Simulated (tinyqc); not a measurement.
Inside a calculation. Method: ROHF in the sto-6g basis, for LiH, spin multiplicity 3. One step of it, computed by the program tinyqc.

Task: Iteration 2: Roothaan effective Fock matrix. With projectors Pc = D(beta) S, Po = (D(alpha) - D(beta)) S, Pv = 1 - D(alpha) S, the block xy is Px^T F Py; with Fc = (F(alpha) + F(beta))/2, the blocks are Fc for cc, oo, vv and cv, F(beta) for co and F(alpha) for ov.

F(alpha) (hartree):
```
            1Li 1s     1Li 2s   1Li 2px   1Li 2py    1Li 2pz      2H 1s
1Li 1s   -2.161044  -0.574820  0.000000  0.000000  -0.004382  -0.007448
1Li 2s   -0.574820  -0.060724  0.000000  0.000000  -0.053603  -0.060541
1Li 2px   0.000000   0.000000  0.005221  0.000000   0.000000   0.000000
1Li 2py   0.000000   0.000000  0.000000  0.005221   0.000000   0.000000
1Li 2pz  -0.004382  -0.053603  0.000000  0.000000   0.233360  -0.087626
2H 1s    -0.007448  -0.060541  0.000000  0.000000  -0.087626  -0.321080
```

F(beta) (hartree):
```
            1Li 1s     1Li 2s   1Li 2px   1Li 2py    1Li 2pz      2H 1s
1Li 1s   -2.142171  -0.546297  0.000000  0.000000  -0.004382  -0.006944
1Li 2s   -0.546297   0.067748  0.000000  0.000000  -0.053603  -0.057232
1Li 2px   0.000000   0.000000  0.335220  0.000000   0.000000   0.000000
1Li 2py   0.000000   0.000000  0.000000  0.335220   0.000000   0.000000
1Li 2pz  -0.004382  -0.053603  0.000000  0.000000   0.267111  -0.086018
2H 1s    -0.006944  -0.057232  0.000000  0.000000  -0.086018  -0.320655
```

D(alpha) after iteration 1:
```
            1Li 1s     1Li 2s   1Li 2px   1Li 2py    1Li 2pz      2H 1s
1Li 1s    1.013173  -0.029808  0.000000  0.000000  -0.001478   0.002844
1Li 2s   -0.029808   0.000877  0.000000  0.000000   0.000043  -0.000084
1Li 2px   0.000000   0.000000  1.000000  0.000000   0.000000   0.000000
1Li 2py   0.000000   0.000000  0.000000  1.000000   0.000000   0.000000
1Li 2pz  -0.001478   0.000043  0.000000  0.000000   0.000002  -0.000004
2H 1s     0.002844  -0.000084  0.000000  0.000000  -0.000004   0.000008
```

D(beta) after iteration 1:
```
            1Li 1s     1Li 2s   1Li 2px   1Li 2py    1Li 2pz      2H 1s
1Li 1s    1.013173  -0.029808  0.000000  0.000000  -0.001478   0.002844
1Li 2s   -0.029808   0.000877  0.000000  0.000000   0.000043  -0.000084
1Li 2px   0.000000   0.000000  0.000000  0.000000   0.000000   0.000000
1Li 2py   0.000000   0.000000  0.000000  0.000000   0.000000   0.000000
1Li 2pz  -0.001478   0.000043  0.000000  0.000000   0.000002  -0.000004
2H 1s     0.002844  -0.000084  0.000000  0.000000  -0.000004   0.000008
```

overlap S:
```
           1Li 1s    1Li 2s   1Li 2px   1Li 2py   1Li 2pz     2H 1s
1Li 1s   1.000000  0.235742  0.000000  0.000000  0.000000  0.002939
1Li 2s   0.235742  1.000000  0.000000  0.000000  0.000000  0.124447
1Li 2px  0.000000  0.000000  1.000000  0.000000  0.000000  0.000000
1Li 2py  0.000000  0.000000  0.000000  1.000000  0.000000  0.000000
1Li 2pz  0.000000  0.000000  0.000000  0.000000  1.000000  0.191982
2H 1s    0.002939  0.124447  0.000000  0.000000  0.191982  1.000000
```

Give: effective F.

Result:

effective F (hartree):
```
         1Li 1s  1Li 2s  1Li 2px  1Li 2py  1Li 2pz   2H 1s
1Li 1s   -2.152  -0.561    0.000    0.000   -0.004  -0.007
1Li 2s   -0.561   0.004    0.000    0.000   -0.054  -0.059
1Li 2px   0.000   0.000    0.170    0.000    0.000   0.000
1Li 2py   0.000   0.000    0.000    0.170    0.000   0.000
1Li 2pz  -0.004  -0.054    0.000    0.000    0.250  -0.087
2H 1s    -0.007  -0.059    0.000    0.000   -0.087  -0.321
```
